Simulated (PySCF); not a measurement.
PySCF job for O₂, SMILES O=O (connectivity only; charge and spin as stated), neutral, multiplicity 3, PBE0-D3(BJ)/def2-TZVPD. Geometry: PBE0-D3(BJ)/def2-TZVPD.

```python
import numpy as np
from pyscf import gto, scf, dft, df
from pyscf.hessian import thermo

mol = gto.M(
    atom='''
    O     0.00000000    0.00000000   -0.59629839
    O     0.00000000    0.00000000    0.59629839
    ''',
    basis='def2-TZVPD',
    charge=0,
    spin=2,
    max_memory=1600,
    verbose=3,
)
mf = dft.UKS(mol, xc='pbe0').density_fit(auxbasis='def2-universal-jkfit')
mf.disp = 'd3bj'
mf.grids.level = 3
mf.conv_tol = 1e-11
mf.max_cycle = 100
mf.kernel()
fine, coarse = mf.grids, dft.Grids(mol).set(level=1).build(with_non0tab=True)
for _ in range(3):  # follow internal instabilities
    mf.grids = coarse
    mo, _, stable, _ = mf.stability(return_status=True, nroots=4)
    mf.grids = fine
    if stable:
        break
    mf.kernel(mf.make_rdm1(mo, mf.mo_occ))

# analytic Hessian; the response equations are solved on a coarser grid
h, args, fine = mf.Hessian(), (mf.mo_energy, mf.mo_coeff, mf.mo_occ), mf.grids
h.max_memory = max(150, 2.5e-5 * df.make_auxmol(mol, mf.with_df.auxbasis).nao * mol.nelec[0] * (mol.nelec[0] + mol.nao))  # MB; small integral blocks
h1ao = h.make_h1(mf.mo_coeff, mf.mo_occ)
mf.grids = dft.Grids(mol).set(level=1).build(with_non0tab=True)
mo1, mo_e1 = h.solve_mo1(*args, h1ao)
mf.grids = fine
hess = h.hess_elec(*args, mo1, mo_e1, h1ao) + h.hess_nuc()
if mf.do_disp():
    hess += h.get_dispersion()
for i in range(mol.natm):  # the analytic DFT Hessian lacks the response of the grid: restore translational invariance
    hess[i, i] -= hess[i].sum(axis=0)
hess = (hess + hess.transpose(1, 0, 3, 2)) / 2
vib = thermo.harmonic_analysis(mol, hess, imaginary_freq=False)
thermo.dump_normal_mode(mol, vib)
th = thermo.thermo(mf, vib['freq_au'][vib['freq_au'] > 0], 298.15, 101325)
thermo.dump_thermo(mol, th)
g0 = mf.nuc_grad_method().set(verbose=0).kernel()

# dipole derivatives [dipole axis, atom, xyz] from the same response
r, irp = mol.intor('int1e_r'), mol.intor('int1e_irp').reshape(3, 3, mol.nao, mol.nao)
sl, dm0, ok = mol.aoslice_by_atom(), np.array(mf.make_rdm1()), []
dmu = np.einsum('a,xt->xat', mol.atom_charges(), np.eye(3))
for a, (_, _, p0, p1) in enumerate(sl):
    dmu[:, a] += 2 * np.einsum('xtij,ij->xt', irp[:, :, :, p0:p1], dm0.reshape(-1, mol.nao, mol.nao).sum(0)[:, p0:p1])
    for u, c, occ, f in zip(mo1, mf.mo_coeff, mf.mo_occ, (2, 2)):
        dmu[:, a] -= f * np.einsum('tui,xuv,vi->xt', u[a], r, c[:, occ > 0], optimize=True)
L = vib['norm_mode']
ir = 974.8801 * (np.einsum('xat,kat->kx', dmu, L) ** 2).sum(1)       # km/mol
apt = np.einsum('xax->a', dmu) / 3
print('mode   freq/cm-1   IR/(km/mol)')
for k, w in enumerate(vib['freq_wavenumber']):
    print(f'{k + 1:4d} {w:11.2f} {ir[k]:13.3f}')
print('max |gradient| / (hartree/bohr):', abs(g0).max())
print('APT charges:', apt.round(4))
```

Log of the run:

```

WARN: HOMO -0.238999652743752 >= LUMO -0.238999652743789

converged SCF energy = -150.236783100479  <S^2> = 2.0099908  2S+1 = 3.0066532
<class 'pyscf.df.df_jk.DFUKS'> wavefunction is stable in the internal stability analysis

WARN: DFTD3 does not support analytical Hessian, using finite difference


WARN: Mole.unit (angstrom) is changed to Bohr

Mode                                 0
Irrep
Freq [cm^-1]                     1712.8189
Reduced mass [au]                  15.9990
Force const [Dyne/A]               27.6545
Char temp [K]                    2464.3650
Normal mode                   x     y     z
       0   O                 0.00  0.00 -0.18
       1   O                 0.00  0.00  0.18
temperature 298.1500 [K]
pressure 101325.00 [Pa]
Rotational constants [GHz] inf 44.41883 44.41883
Symmetry number 2
Zero-point energy (ZPE) 0.00390 [Eh]   10244.932 [J/mol]
                           tot       elec      trans        rot        vib
Entropy [J/mol/K]       204.753      9.134    151.969     43.630      0.020
Cv [J/mol/K]             20.932      0.000     12.472      8.314      0.146
Cp [J/mol/K]             29.247      0.000     20.786      8.314      0.146
Internal energy [J/mol]                      3718.434   2478.956  10250.204
Internal energy [Eh]   -150.23052  -150.23678
Enthalpy [J/mol]                             6197.391   2478.956  10250.204
Enthalpy [Eh]          -150.22957
Gibbs free energy [J/mol]                  -39112.055 -10529.361  10244.294
Gibbs free energy [Eh] -150.25283
mode   freq/cm-1   IR/(km/mol)
   1     1712.82         0.000
max |gradient| / (hartree/bohr): 2.2408092327947126e-05
APT charges: [-0. -0.]
```

The run converged.

Cost: about 18 core-seconds (a rough figure).
